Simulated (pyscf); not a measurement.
Structures and frequencies: ωB97X-D3(BJ)/def2-SVP in PySCF.

Task: Estimate the classical barrier height and the reaction energy of H₂N–GeH•–F + hydrogen (H₂) -> H₂N–GeH₂–F + H atom (H•) at ωB97M-D3(BJ)/def2-TZVP. The step runs on the doublet surface, breaks H–H and forms Ge–H; take the separated reactants as zero.

Result: ΔE‡ = 23.6 kcal/mol, ΔE = +19.9 kcal/mol. Zero-point energy shifts the barrier by -0.7 kcal/mol. It is a hydrogen abstraction, with an imaginary mode of 842i cm⁻¹. One saddle was located; it need not be the lowest between these sides. The angle at the transferred H is 177°. Elements up to Kr have no core potential and no relativistic terms here.
